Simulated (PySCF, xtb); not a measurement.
SiCl₄, SMILES Cl[Si](Cl)(Cl)Cl.

xtb with GFN2-xTB at its own geometry gives an orbital gap of 7.14 eV and a dipole moment of 0.00 D.

Geometry: ωB97X-D3(BJ)/def2-SVP. The isomer is the one that the SMILES or the coordinates give; other isomers of the formula were not compared.

### Question
What does PBE/def2-TZVP (PySCF) give? (An estimate is asked for; the answer gives what the named calculation found.)

### Answer
gap 6.41 eV (levels -8.11 and -1.70 eV), dipole 0.00 D.
